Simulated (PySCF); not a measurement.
**C₄H₄: a look at the electrons**

For C₄H₄, the scripts below measure its response to a uniform field, analyse its density (charges, bond critical points, surface potential) and treat its π system by CASSCF and NEVPT2.

Method: levels as typed in each script, gas phase, geometry from GFN2-xTB; program: PySCF 2.14.0.

**1. Starting geometry**

8 atoms, charge 0, spin multiplicity 1.

Bond lengths: C1–C2 1.326 Å, C1–C4 1.552 Å, C1–H5 1.072 Å, C2–C3 1.552 Å, C2–H6 1.072 Å, C3–C4 1.326 Å, C3–H7 1.072 Å, C4–H8 1.072 Å. Angles: C2–C1–C4 90.0°, C2–C1–H5 136.3°, C4–C1–H5 133.7°, C1–C2–C3 90.0°, C1–C2–H6 136.3°, C3–C2–H6 133.7°, C2–C3–C4 90.0°, C2–C3–H7 133.7°, C4–C3–H7 136.3°, C1–C4–C3 90.0°, C1–C4–H8 133.7°, C3–C4–H8 136.3°.

Coordinates:

| atom | x (Å) | y (Å) | z (Å) |
| --- | --- | --- | --- |
| C1 | -0.7761 | -0.6631 | 0.0000 |
| C2 | -0.7761 | 0.6631 | 0.0000 |
| C3 | 0.7761 | 0.6631 | 0.0000 |
| C4 | 0.7761 | -0.6631 | 0.0000 |
| H5 | -1.5174 | -1.4377 | 0.0000 |
| H6 | -1.5174 | 1.4377 | 0.0000 |
| H7 | 1.5174 | 1.4377 | 0.0000 |
| H8 | 1.5174 | -1.4377 | 0.0000 |

**2. Response to an electric field (CAM-B3LYP/cc-pvtz)**

The input, input.py:

```python
import numpy as np
from pyscf import gto, scf, dft
from pyscf.scf import atom_ks, atom_hf
from scipy.linalg import block_diag

def solve(mol, dm0=None, hcore=None):
    mf = (dft.UKS if mol.spin else dft.RKS)(mol, xc='camb3lyp')
    mf.grids.level = 3
    mf = mf.density_fit(auxbasis='def2-universal-jkfit')
    mf.conv_tol, mf.max_cycle = 1e-8, 80
    if hcore is not None:
        mf.get_hcore = lambda *args: hcore
    mf.kernel(dm0)
    if not mf.converged:
        mf = mf.newton().run(mf.mo_coeff, mf.mo_occ, max_cycle=30)
    assert mf.converged, 'SCF not converged'
    return mf

mol = gto.M(atom='''
C     -0.77613    -0.66313     0.00000
C     -0.77613     0.66313     0.00000
C      0.77613     0.66313     0.00000
C      0.77613    -0.66313     0.00000
H     -1.51736    -1.43768     0.00000
H     -1.51736     1.43768     0.00000
H      1.51736     1.43768     0.00000
H      1.51736    -1.43768     0.00000
''', basis='cc-pvtz', charge=0, spin=0, verbose=4)
field = np.array([-0.0, -0.004, -0.0])  # atomic units
mol.set_common_orig(mol.atom_charges() @ mol.atom_coords() / mol.atom_charges().sum())
mf = solve(mol)
out = dict(dm0=mf.make_rdm1(), d0=mf.dip_moment(unit='AU'), e0=mf.e_tot)
for name, sign in (('p', 1), ('m', -1)):
    h = mf.get_hcore() + sign * np.einsum('x,xij->ij', field, mol.intor('int1e_r'))
    mi = solve(mol, mf.make_rdm1(), h)
    out.update({'dm' + name: mi.make_rdm1(), 'd' + name: mi.dip_moment(unit='AU'), 'e' + name: mi.e_tot})
# spherically averaged free atoms, for the promolecule
atm = atom_ks.get_atm_nrks(mol, xc='camb3lyp')
pro = block_diag(*[(atm[a[0]][2] * atm[a[0]][3]) @ atm[a[0]][2].T for a in mol._atom])
np.savez('result.npz', pro=pro, **out)
```

Launch:

```bash
> OMP_NUM_THREADS=1 python input.py
```

**4. Density, bond paths and surface potential (r2SCAN/cc-pvdz)**

The input, input.py:

```python
import numpy as np
from pyscf import gto, scf, dft
from pyscf.scf import atom_ks, atom_hf
from scipy.linalg import block_diag

def solve(mol, dm0=None, hcore=None):
    mf = (dft.UKS if mol.spin else dft.RKS)(mol, xc='r2scan')
    mf.grids.level = 3
    mf = mf.density_fit(auxbasis='def2-universal-jkfit')
    mf.conv_tol, mf.max_cycle = 1e-8, 80
    if hcore is not None:
        mf.get_hcore = lambda *args: hcore
    mf.kernel(dm0)
    if not mf.converged:
        mf = mf.newton().run(mf.mo_coeff, mf.mo_occ, max_cycle=30)
    assert mf.converged, 'SCF not converged'
    return mf

mol = gto.M(atom='''
C     -0.77613    -0.66313     0.00000
C     -0.77613     0.66313     0.00000
C      0.77613     0.66313     0.00000
C      0.77613    -0.66313     0.00000
H     -1.51736    -1.43768     0.00000
H     -1.51736     1.43768     0.00000
H      1.51736     1.43768     0.00000
H      1.51736    -1.43768     0.00000
''', basis='cc-pvdz', charge=0, spin=0, verbose=4)
mf = solve(mol)
mf.analyze()
# spherically averaged free atoms, for the promolecule
atm = atom_ks.get_atm_nrks(mol, xc='r2scan')
pro = block_diag(*[(atm[a[0]][2] * atm[a[0]][3]) @ atm[a[0]][2].T for a in mol._atom])
np.savez('result.npz', e=mf.e_tot, c=mf.mo_coeff, occ=mf.mo_occ, eps=mf.mo_energy, pro=pro, dip=mf.dip_moment(verbose=0), s2=mf.spin_square()[0])
```

**6. The π active space (def2-tzvp)**

The input, input.py:

```python
import numpy as np
from pyscf import gto, scf, dft, mcscf, mrpt
from pyscf.mcscf import avas

def solve(mol, dm0=None, hcore=None):
    mf = scf.ROHF(mol) if mol.spin else scf.RHF(mol)
    mf = mf.density_fit(auxbasis='def2-universal-jkfit')
    mf.conv_tol, mf.max_cycle = 1e-8, 80
    if hcore is not None:
        mf.get_hcore = lambda *args: hcore
    mf.kernel(dm0)
    if not mf.converged:
        mf = mf.newton().run(mf.mo_coeff, mf.mo_occ, max_cycle=30)
    assert mf.converged, 'SCF not converged'
    return mf

mol = gto.M(atom='''
C     -0.77613    -0.66313     0.00000
C     -0.77613     0.66313     0.00000
C      0.77613     0.66313     0.00000
C      0.77613    -0.66313     0.00000
H     -1.51736    -1.43768     0.00000
H     -1.51736     1.43768     0.00000
H      1.51736     1.43768     0.00000
H      1.51736    -1.43768     0.00000
''', basis='def2-tzvp', charge=0, spin=0, verbose=4)
mf = solve(mol)
ncas, nel, orbs = avas.avas(mf, ['C 2pz'], threshold=0.5, openshell_option=3)
print('active space', nel, ncas)
assert 2 <= ncas <= 10, 'active space too large or empty'
mc = mcscf.CASSCF(mf, ncas, nel)
mc.natorb, mc.max_cycle_macro = True, 60
mc.fix_spin_(ss=mol.spin / 2 * (mol.spin / 2 + 1))
mc.kernel(orbs)
occ = mc.mo_occ[mc.ncore:mc.ncore + ncas]
print('natural occupations', occ.round(4))
e2 = mrpt.NEVPT(mc).kernel()
out = dict(c=mc.mo_coeff[:, mc.ncore:mc.ncore + ncas], occ=occ, e=mc.e_tot, e2=e2, ehf=mf.e_tot, ok=mc.converged, nel=nel, w0=abs(mc.ci).max() ** 2, dm=mc.make_rdm1())
# the other spin state at the same geometry
other = mol.copy().set(spin=2).build()
mo = scf.ROHF(other).density_fit(auxbasis='def2-universal-jkfit').run()
na = (nel + other.spin) // 2
m2 = mcscf.CASSCF(mo, ncas, (na, nel - na))
m2.natorb = True
m2.fix_spin_(ss=other.spin / 2 * (other.spin / 2 + 1))
m2.kernel(mc.mo_coeff)
e2o = mrpt.NEVPT(m2).kernel()
print('other state above this one / eV: CASSCF', (m2.e_tot - mc.e_tot) * 27.211386, 'NEVPT2', (m2.e_tot + e2o - mc.e_tot - e2) * 27.211386)
np.savez('result.npz', eo=m2.e_tot, e2o=e2o, oko=m2.converged, occo=m2.mo_occ[mc.ncore:mc.ncore + ncas], co=m2.mo_coeff[:, mc.ncore:mc.ncore + ncas], **out)
```

(Steps that only read results are left out.)

Q: Predict the outcome of this session. Wanted: polarisability along the field; dipole moment; HOMO, LUMO; triplet less singlet, CASSCF and NEVPT2; weight of the leading determinant.

**Answer**, as computed:

| quantity | value |
| --- | --- |
| polarisability along the field (CAM-B3LYP/cc-pvtz) | 50.0 bohr³ |
| dipole moment (r2SCAN/cc-pvdz) | 0.00 D |
| HOMO, LUMO (r2SCAN/cc-pvdz) | -4.47, -2.37 eV |
| triplet less singlet, CASSCF and NEVPT2 (def2-tzvp) | +1.80 and +1.42 eV |
| weight of the leading determinant | 0.89 |

What this shows: At r2SCAN/cc-pvdz: The highest Hirshfeld charge is on H5, H6, H7 and H8 (+0.05 e), the lowest on C1, C2, C3 and C4 (−0.05 e). The geometry was not optimised at these levels.
